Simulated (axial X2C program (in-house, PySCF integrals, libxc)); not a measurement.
# OB: bond curves with and without spin–orbit coupling

Aim: find the lowest determinant of OB, scan the bond at several levels and fit the constants, once spin-free and once with spin–orbit coupling.

Program: an in-house X2C program for linear molecules on PySCF integrals. Level of theory: all-electron X2C, O dyall-av3z, B dyall-v3z. These are calculated values, not measurements.

**1. Input**

Contents of task.json:

```json
{"zs": [8, 5], "q": 0, "bas": ["dyall-av3z", "dyall-v3z"], "levels": ["PBE0", "HF", "PBE"], "cc": true, "r0": 1.35, "thr": -2.0, "nmax": 90, "npts": 10, "nst": 2, "ntry": 6}
```

Keys: zs atomic numbers; q charge; bas basis sets; levels methods (HF also brings MP2); cc coupled cluster on or off; r0 starting distance in Å; thr threshold in hartree for freezing inner shells (an s shell follows its p shell); nmax most natural virtual spinors; npts points asked for on the curve; nst determinants followed; ntry starts of the search.

Run with:

```
$ python so2c.py task.json out
```

Spin-free means the one-electron spin-free X2C Hamiltonian; two-component (2c) means X2C with spin–orbit coupling and atomic mean-field two-electron Coulomb and Gaunt terms. Basis: O dyall-av3z contracted to [7s6p3d2f], B dyall-v3z contracted to [7s6p2d1f]; Gaussian nuclei, density fitting. Masses: O 15.995 u, B 11.009 u.

Notation: σ, π±, δ± give the projection m of an orbital's angular momentum (0, ±1, ±2), α and β its spin, Λ and M_S the sums; ω is the projection of a spinor's total angular momentum and Ω the sum. Logs are in hartree.

The results follow Hamiltonian by Hamiltonian and level by level.

**2. State search with PBE0**

PBE0 moves the distance from 1.350 Å to 1.201 Å and compares determinants there.

Spin-free determinants:

```json
{"ΔE (eV)": "0.00", "state": "M_S = 1/2, Λ = 0", "open shells": "beyond closed shells: σα"}
{"ΔE (eV)": "3.75", "state": "M_S = 1/2, Λ = 1", "open shells": "beyond closed shells: π+α, π+β, π-α"}
```

Two-component determinants:

```json
{"ΔE (eV)": "0.00", "state": "Ω = 1/2", "open shells": "excess of +ω over −ω: ω = 1/2"}
{"ΔE (eV)": "3.74", "state": "Ω = 3/2", "open shells": "excess of +ω over −ω: ω = 3/2"}
```

**3. PBE0, spin-free**

State followed: M_S = 1/2, Λ = 0 (beyond closed shells: σα). The scan is laid around 1.201 Å, a first estimate of the minimum, and this SCF restarts from the orbitals of the search.

The SCF at the reference distance of 1.201 Å:

```text
spin-free X2C-1e  PBE0
basis functions 96  fitting functions 548  grid points 4344
iter        total energy     max residual
   1       -100.012811986     1.02e-05
   2       -100.012811985     1.92e-05
converged
one-electron -171.37031942  Coulomb 66.22857494  exact exchange -3.02346397  xc functional -9.47215677  nuclear repulsion 17.62455324
```

Along the bond, energies from the lowest point:

```
R (Å)  E (eV)  μ (D)  HOMO (eV)  LUMO (eV)  iterations
1.045  1.5255   1.93      -9.58      -3.91          11
1.093  0.6520   2.07      -9.70      -4.05          12
1.129  0.2656   2.18      -9.78      -4.16          12
1.165  0.0598   2.29      -9.85      -4.26          12
1.201  0.0000   2.39      -9.91      -4.37           2
1.243  0.0749   2.51      -9.97      -4.49          12
1.285  0.2704   2.63     -10.02      -4.61          12
1.339  0.6492   2.77      -9.92      -4.76          12
1.405  1.2422   2.92      -9.63      -4.94          13
1.501  2.2304   3.10      -9.30      -5.19          14
```

Dipoles are positive if B is the positive end.

Outer orbitals at the reference distance:

```csv
symmetry,occupied,ε (eV),atomic character
σα,yes,-28.16,"59% O s, 18% B p, 12% B s"
σβ,yes,-28.14,"60% O s, 18% B p, 11% B s"
σα,yes,-12.75,"70% O p, 13% B s, 9% O s"
σβ,yes,-12.35,"76% O p, 9% O s, 7% B s"
π-β,yes,-10.70,"72% O p, 20% B p, 5% B d"
π+β,yes,-10.70,"72% O p, 20% B p, 5% B d"
π+α,yes,-10.67,"68% O p, 26% B p, 4% B d"
π-α,yes,-10.67,"68% O p, 26% B p, 4% B d"
σα,yes,-9.91,"40% B p, 33% B s, 16% O p"
σβ,no,-4.37,"42% B s, 32% B p, 12% O s"
π-α,no,-0.59,"58% B p, 17% O p, 14% B d"
π+α,no,-0.59,"58% B p, 17% O p, 14% B d"
π-β,no,0.54,"65% B p, 16% O p, 9% B d"
```

PBE0 fields in the half plane through the axis: z from -2.4 to 3.6 Å across, distance from the axis 0.15 to 2.25 Å upwards; O lies at z = 0 and B at z = 1.201 Å; the ELF is damped to zero where the density is low.

log10 density (e/bohr³). Ten even steps from '0' (-5.74 ) to '9' (0.66 ):
```
001122233333333222111
011223334444443332221
012233444444444443322
122344555555555544332
123445566666665554432
223456677777666655433
233456788877777665433
234557889888987665443
```

ELF. Ten even steps from '0' (0.00 ) to '9' (1.00 ):
```
000000000000000000000
000000000001111100000
000000111122345542000
000001233334568887300
000023555555689999710
000136787776589999940
000257887883039999971
000368964580919999981
```

Re = 1.200 Å, ωe = 1932 cm⁻¹, ωexe = 10.9 cm⁻¹, Be = 1.795 cm⁻¹, De = 8.45 eV, μ = 2.39 D.

**4. HF, spin-free**

The SCF at the reference distance of 1.201 Å:

```text
spin-free X2C-1e  HF
basis functions 96  fitting functions 548  grid points 4344
iter        total energy     max residual
   1        -99.611047137     4.32e-02
   2        -99.621834479     9.41e-03
   3        -99.622490351     7.72e-03
   4        -99.622740744     3.18e-03
   5        -99.622883859     2.08e-03
   6        -99.623014459     1.52e-03
   7        -99.623119102     7.00e-04
   8        -99.623142313     1.89e-04
   9        -99.623143761     4.14e-05
  10        -99.623143791     7.20e-06
  11        -99.623143792     2.87e-06
converged
one-electron -171.34793528  Coulomb 66.23966112  exact exchange -12.13942286  xc functional 0.00000000  nuclear repulsion 17.62455324
```

Re = 1.181 Å, ωe = 2073 cm⁻¹, ωexe = 10.5 cm⁻¹, Be = 1.853 cm⁻¹, De = 5.80 eV, μ = 2.80 D.

**5. PBE, spin-free**

Output at 1.201 Å:

```text
spin-free X2C-1e  PBE
basis functions 96  fitting functions 548  grid points 4344
iter        total energy     max residual
   1       -100.014712158     1.64e-02
   2       -100.014775278     1.95e-02
   3       -100.007833769     4.14e-02
   4       -100.016318468     3.45e-03
   5       -100.016372718     2.40e-04
   6       -100.016373245     8.06e-05
   7       -100.016373341     1.92e-05
   8       -100.016373350     4.86e-06
   9       -100.016373350     5.60e-07
converged
one-electron -171.32005757  Coulomb 66.16695110  exact exchange 0.00000000  xc functional -12.48782012  nuclear repulsion 17.62455324
```

Re = 1.214 Å, ωe = 1843 cm⁻¹, ωexe = 11.1 cm⁻¹, Be = 1.754 cm⁻¹, De = 8.96 eV, μ = 2.20 D.

**6. MP2 and beyond, spin-free**

Correlated methods: 9 electrons correlated (frozen shells, counted by type: O 1 s; B 1 s), 175 virtual spinors in MP2, 89 natural virtuals in coupled cluster.

Output of the correlated part at 1.201 Å:

```text
correlated 9  virtual 175  natural virtual 89  E(MP2) -0.308163552  MP2 remainder -0.005610688
iter   CCSD correlation   residual
   1     -0.289903560   1.24e-01
   2     -0.299124750   5.58e-02
   3     -0.302662788   2.51e-02
   4     -0.302892735   1.02e-02
   5     -0.303129763   4.78e-03
   6     -0.303142602   1.50e-03
   7     -0.303156783   3.71e-04
   8     -0.303161167   1.07e-04
   9     -0.303159340   4.01e-05
  10     -0.303160610   1.46e-05
  11     -0.303160386   5.68e-06
  12     -0.303160494   1.90e-06
  13     -0.303160489   6.64e-07
(T) -0.014444650  T1 0.0350  D1 0.0617  max T2 0.067
```

T1 in the output is the amplitude norm over the root of the electron number; divide by √2 for the Lee–Taylor value.

MP2: Re = 1.212 Å, ωe = 1896 cm⁻¹, Be = 1.76 cm⁻¹, De = 8.83 eV.

CCSD: Re = 1.205 Å, ωe = 1922 cm⁻¹, ωexe = 10.4 cm⁻¹, Be = 1.781 cm⁻¹, De = 7.85 eV. T1 at Re = 0.025 (Lee–Taylor, the printed value over √2).

CCSD(T): Re = 1.212 Å, ωe = 1871 cm⁻¹, ωexe = 10.2 cm⁻¹, Be = 1.76 cm⁻¹, De = 8.13 eV. T1 at Re = 0.026 (Lee–Taylor, the printed value over √2).

**7. The spin-free curves together**

Energy (eV) of the followed determinant, spin-free, from each level's lowest point:

```
R (Å)   PBE0     HF    MP2   CCSD  CCSD(T)    PBE
1.045  1.526  1.274  1.715    n/a      n/a  1.700
1.093  0.652  0.472  0.779  0.708    0.768  0.776
1.129  0.266  0.143  0.348  0.300    0.342  0.349
1.165  0.060  0.000  0.099  0.076    0.097  0.102
1.201  0.000  0.006  0.000  0.000    0.000  0.000
1.243  0.075  0.160  0.034  0.059    0.033  0.025
1.285  0.270  0.437  0.195  0.241    0.188  0.169
1.339  0.649  0.922  0.548  0.608    0.519  0.483
1.405  1.242  1.645  1.148    n/a      n/a  0.999
1.501  2.230  2.823  2.290    n/a      n/a  1.883
```

**8. PBE0, 2c**

State followed: Ω = 1/2 (excess of +ω over −ω: ω = 1/2). The scan is laid around 1.201 Å, a first estimate of the minimum, and this SCF restarts from the orbitals of the search.

The SCF at the reference distance of 1.201 Å:

```text
two-component X2C + atomic mean field  PBE0
basis functions 96  fitting functions 548  grid points 4344
iter        total energy     max residual
   1       -100.007654981     1.28e-05
   2       -100.007654982     1.71e-05
converged
one-electron -171.35588753  Coulomb 66.22344765  exact exchange -3.02323573  xc functional -9.47143571  nuclear repulsion 17.62455324  atomic mean-field constant -0.00509690
```

Along the bond, energies from the lowest point:

```
R (Å)  E (eV)  μ (D)  HOMO (eV)  LUMO (eV)  iterations
1.045  1.5264   1.92      -9.58      -3.91          11
1.093  0.6525   2.07      -9.70      -4.05          12
1.129  0.2658   2.18      -9.77      -4.16          12
1.165  0.0599   2.29      -9.84      -4.26          12
1.201  0.0000   2.39      -9.91      -4.37           2
1.243  0.0748   2.51      -9.97      -4.49          12
1.285  0.2702   2.63     -10.02      -4.61          12
1.339  0.6489   2.76      -9.91      -4.75          12
1.405  1.2419   2.92      -9.62      -4.94          13
1.501  2.2300   3.10      -9.29      -5.19          14
```

Dipoles are positive if B is the positive end.

Outer spinors at the reference distance:

```
   ω  occupied  ε (eV)           atomic character  λ mixture
 1/2       yes  -28.16  59% O s, 18% B p, 12% B s     100% σ
-1/2       yes  -28.14  60% O s, 18% B p, 11% B s     100% σ
 1/2       yes  -12.75   70% O p, 13% B s, 9% O s     100% σ
-1/2       yes  -12.35    76% O p, 9% O s, 7% B s     100% σ
 1/2       yes  -10.71   72% O p, 20% B p, 5% B d     100% π
-3/2       yes  -10.69   72% O p, 20% B p, 5% B d     100% π
-1/2       yes  -10.68   68% O p, 26% B p, 4% B d     100% π
 3/2       yes  -10.66   68% O p, 26% B p, 4% B d     100% π
 1/2       yes   -9.91  40% B p, 33% B s, 16% O p     100% σ
-1/2        no   -4.37  42% B s, 32% B p, 12% O s     100% σ
-1/2        no   -0.59  58% B p, 17% O p, 14% B d     100% π
 3/2        no   -0.59  58% B p, 17% O p, 14% B d     100% π
 1/2        no    0.54   65% B p, 16% O p, 9% B d     100% π
```

PBE0 fields in the half plane through the axis: z from -2.4 to 3.6 Å across, distance from the axis 0.15 to 2.25 Å upwards; O lies at z = 0 and B at z = 1.201 Å; the ELF is damped to zero where the density is low.

log10 density (e/bohr³). Ten even steps from '0' (-5.74 ) to '9' (0.66 ):
```
001122233333333222111
011223334444443332221
012233444444444443322
122344555555555544332
123445566666665554432
223456677777666655433
233456788877777665433
234557889888987665443
```

ELF. Ten even steps from ' ' (0.00 ) to '@' (1.00 ):
```
                                          
                      ..........          
            ........::::--==++++==::      
          ..::--------==++**%%%%%%##--    
        ::--++++++++++++**%%@@@@@@@@##..  
      ..--**##%%######**++%%@@@@@@@@@@==  
      ::++##%%%%##%%%%--  --@@@@@@@@@@##..
      --**%%@@**==++%%  @@..@@@@@@@@@@%%..
```

Re = 1.200 Å, ωe = 1932 cm⁻¹, ωexe = 10.9 cm⁻¹, Be = 1.795 cm⁻¹, De = 8.45 eV, μ = 2.39 D.

**9. HF, 2c**

The SCF at the reference distance of 1.201 Å:

```text
two-component X2C + atomic mean field  HF
basis functions 96  fitting functions 548  grid points 4344
iter        total energy     max residual
   1        -99.605926462     4.32e-02
   2        -99.616712915     9.44e-03
   3        -99.617368956     7.75e-03
   4        -99.617620638     3.19e-03
   5        -99.617763842     2.09e-03
   6        -99.617894322     1.52e-03
   7        -99.617998784     7.02e-04
   8        -99.618021968     1.91e-04
   9        -99.618023417     4.13e-05
  10        -99.618023447     8.13e-06
  11        -99.618023447     2.86e-06
converged
one-electron -171.33397528  Coulomb 66.23505898  exact exchange -12.13856349  xc functional 0.00000000  nuclear repulsion 17.62455324  atomic mean-field constant -0.00509690
```

Re = 1.181 Å, ωe = 2073 cm⁻¹, ωexe = 10.5 cm⁻¹, Be = 1.853 cm⁻¹, De = 5.80 eV, μ = 2.80 D.

**10. PBE, 2c**

Output at 1.201 Å:

```text
two-component X2C + atomic mean field  PBE
basis functions 96  fitting functions 548  grid points 4344
iter        total energy     max residual
   1       -100.009541647     1.64e-02
   2       -100.009625387     1.94e-02
   3       -100.002707258     4.13e-02
   4       -100.011145948     3.45e-03
   5       -100.011199989     2.40e-04
   6       -100.011200516     8.02e-05
   7       -100.011200612     1.91e-05
   8       -100.011200621     4.79e-06
   9       -100.011200621     5.53e-07
converged
one-electron -171.30609935  Coulomb 66.16236162  exact exchange 0.00000000  xc functional -12.48691923  nuclear repulsion 17.62455324  atomic mean-field constant -0.00509690
```

Re = 1.214 Å, ωe = 1843 cm⁻¹, ωexe = 11.1 cm⁻¹, Be = 1.754 cm⁻¹, De = 8.97 eV, μ = 2.20 D.

**11. MP2 and beyond, 2c**

Correlated methods: 9 electrons correlated (frozen shells, counted by type: O 1 s; B 1 s), 175 virtual spinors in MP2, 89 natural virtuals in coupled cluster.

Output of the correlated part at 1.201 Å:

```text
correlated 9  virtual 175  natural virtual 89  E(MP2) -0.308117478  MP2 remainder -0.005609009
iter   CCSD correlation   residual
   1     -0.289875592   1.24e-01
   2     -0.299092463   5.58e-02
   3     -0.302628944   2.51e-02
   4     -0.302858516   1.02e-02
   5     -0.303095278   4.78e-03
   6     -0.303108106   1.50e-03
   7     -0.303122270   3.70e-04
   8     -0.303126645   1.07e-04
   9     -0.303124820   4.00e-05
  10     -0.303126088   1.46e-05
  11     -0.303125865   5.67e-06
  12     -0.303125972   1.90e-06
  13     -0.303125968   6.65e-07
(T) -0.014440600  T1 0.0349  D1 0.0616  max T2 0.067
```

MP2: Re = 1.212 Å, ωe = 1896 cm⁻¹, Be = 1.76 cm⁻¹, De = 8.83 eV.

CCSD: Re = 1.205 Å, ωe = 1922 cm⁻¹, ωexe = 10.4 cm⁻¹, Be = 1.781 cm⁻¹, De = 7.85 eV. T1 at Re = 0.025 (Lee–Taylor, the printed value over √2).

CCSD(T): Re = 1.212 Å, ωe = 1871 cm⁻¹, ωexe = 10.2 cm⁻¹, Be = 1.76 cm⁻¹, De = 8.12 eV. T1 at Re = 0.026 (Lee–Taylor, the printed value over √2).

**12. The 2c curves together**

Energy (eV) of the followed determinant, 2c, from each level's lowest point:

```
R (Å)   PBE0     HF    MP2   CCSD  CCSD(T)    PBE
1.045  1.526  1.275  1.716    n/a      n/a  1.701
1.093  0.653  0.472  0.780  0.708    0.769  0.776
1.129  0.266  0.144  0.348  0.300    0.342  0.350
1.165  0.060  0.000  0.100  0.076    0.097  0.102
1.201  0.000  0.005  0.000  0.000    0.000  0.000
1.243  0.075  0.159  0.033  0.059    0.033  0.025
1.285  0.270  0.436  0.195  0.241    0.188  0.169
1.339  0.649  0.921  0.548  0.607    0.519  0.483
1.405  1.242  1.644  1.147    n/a      n/a  0.998
1.501  2.230  2.822  2.291    n/a      n/a  1.883
```

Time for the job: 1.7 min (1 thread of Arm Neoverse N1, shared host); peak memory 0.5 GiB.

**13. What came out**

Lowest determinant that the search found at its distance, spin-free: M_S = 1/2, Λ = 0 (beyond closed shells: σα).

Lowest determinant that the search found at its distance, 2c: Ω = 1/2 (excess of +ω over −ω: ω = 1/2).

| Hamiltonian | level | Re (Å) | ωe (cm⁻¹) | De (eV) | μ (D) |
| --- | --- | --- | --- | --- | --- |
| spin-free | PBE0 | 1.200 | 1932 | 8.45 | 2.39 |
| spin-free | HF | 1.181 | 2073 | 5.80 | 2.80 |
| spin-free | MP2 | 1.212 | 1896 | 8.83 | n/a |
| spin-free | CCSD | 1.205 | 1922 | 7.85 | n/a |
| spin-free | CCSD(T) | 1.212 | 1871 | 8.13 | n/a |
| spin-free | PBE | 1.214 | 1843 | 8.96 | 2.20 |
| 2c | PBE0 | 1.200 | 1932 | 8.45 | 2.39 |
| 2c | HF | 1.181 | 2073 | 5.80 | 2.80 |
| 2c | MP2 | 1.212 | 1896 | 8.83 | n/a |
| 2c | CCSD | 1.205 | 1922 | 7.85 | n/a |
| 2c | CCSD(T) | 1.212 | 1871 | 8.12 | n/a |
| 2c | PBE | 1.214 | 1843 | 8.97 | 2.20 |

Dipoles are positive if B is the positive end.

Time per point (s) on 1 thread of Arm Neoverse N1, shared host (2c runs; CCSD comes with the CCSD(T) run); the times are rough: PBE0 0.3, HF 0.16, MP2 0.26, CCSD(T) 5.3, PBE 0.24.

In words: At CCSD(T), going from spin-free to two-component changes Re by 0 mÅ, ωe by 0.0 %, which is small (part of it comes from the scalar share of the two-electron terms). De moves by -0.01 eV; both De rest on single-determinant atoms, which can miss part of an open shell's spin–orbit lowering.

De refers to O + B, each in the lowest determinant found, which need not be this curve's own limit. The state is a single determinant with fixed occupations, the lowest that a limited PBE0 search found. Dissociation energies refer to the lowest single-determinant-based atoms at the same level and basis. Density functionals use the spin component along the axis (collinear). CCSD and (T) use frozen natural virtuals with an MP2 correction for the truncation. The spin-free determinant is spin-contaminated at some levels, which hurts MP2 most. T1 at Re is 0.026 (Lee–Taylor), above the customary mark of 0.02.
